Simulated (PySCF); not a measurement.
Species: C5H6O.
Atom-mapped SMILES: `[CH2:1]=[CH:2][C:3](=[CH2:4])[CH:5]=[O:6]` (hydrogens: H7, H8 on C1; H9 on C2; H10, H11 on C4; H12 on C5)

Geometry (PBE0-D3(BJ)/def2-SVP, Å), atoms numbered from 1 in this order:
```xyz
12
C5H6O angstrom
C      1.5473    1.0525   -0.6367
C      0.5359    0.2127   -0.8973
C     -0.4650   -0.2928    0.0448
C     -1.4360   -1.1441   -0.3357
C     -0.4434    0.1232    1.4801
O     -1.2414   -0.2503    2.3015
H      1.7406    1.4686    0.3545
H      2.2316    1.3568   -1.4318
H      0.4209   -0.1540   -1.9238
H     -1.5218   -1.4971   -1.3665
H     -2.1621   -1.4953    0.4016
H      0.3762    0.8215    1.7736
```

The calculation used core-valence-separated Tamm–Dancoff BHandHLYP/aug-pcX-1 (pcseg-1 on H) in PySCF, non-relativistic, gas phase, PBE0-D3(BJ)/def2-SVP geometry.

Computed carbon K-edge spectrum, Gaussian lines of 0.5 eV full width, highest printed point 100; it ends one width below the last computed root. No empirical shift is added; at this level the pattern usually sits a few eV under experiment.

| photon energy (eV) | absorption |
| --- | --- |
| 281.0 | 1 |
| 281.2 | 12 |
| 281.4 | 38 |
| 281.6 | 51 |
| 281.8 | 32 |
| 282.0 | 28 |
| 282.2 | 56 |
| 282.4 | 76 |
| 282.6 | 85 |
| 282.8 | 100 |
| 283.0 | 95 |
| 283.2 | 53 |
| 283.4 | 14 |
| 283.6 | 2 |
| 283.8 | 0 |
| 284.0 | 0 |
| 284.2 | 0 |
| 284.4 | 0 |
| 284.6 | 1 |
| 284.8 | 4 |
| 285.0 | 5 |
| 285.2 | 4 |
| 285.4 | 5 |
| 285.6 | 7 |
| 285.8 | 10 |
| 286.0 | 23 |
| 286.2 | 45 |
| 286.4 | 49 |
| 286.6 | 29 |
| 286.8 | 27 |
| 287.0 | 42 |
| 287.2 | 41 |

Problem. Assign the maxima to core holes.

Solution. 5 maxima:
- 281.6 eV: C4 (terminal =CH2 carbon), 281.56 eV, f = 0.060, 1s→π*, 100 % of the height at the exact maximum
- 282.9 eV: C5 (aldehyde carbon), 283.02 eV, f = 0.075, 1s→π*, 49 % of the height at the exact maximum; C2 (alkene CH carbon), 282.78 eV, f = 0.059, 1s→π*, 43 % of the height at the exact maximum
- 285.0 eV: C2 (alkene CH carbon), 284.93 eV, f = 0.006, 95 % of the height at the exact maximum
- 286.3 eV: C1 (terminal =CH2 carbon), 286.35 eV, f = 0.029, 48 % of the height at the exact maximum; C2 (alkene CH carbon), 286.26 eV, f = 0.015, 24 % of the height at the exact maximum; C4 (terminal =CH2 carbon), 286.36 eV, f = 0.015, 24 % of the height at the exact maximum
- 287.1 eV: C3 (fully substituted alkene carbon), 286.98 eV, f = 0.028, 47 % of the height at the exact maximum; C4 (terminal =CH2 carbon), 287.15 eV, f = 0.024, 44 % of the height at the exact maximum

Further lines of some strength in the range: C1, 282.28 eV, f = 0.057; C3, 282.52 eV, f = 0.033; C1, 285.95 eV, f = 0.009.

Roots within 0.03 eV on the same or equivalent atoms count as one line; shares under 12 % aren't listed.

Vibrational structure and lifetime widths aren't in the curve. The ionisation threshold wasn't computed; near and above it a finite basis only mimics Rydberg series and continuum.

One conformer stands for the species.
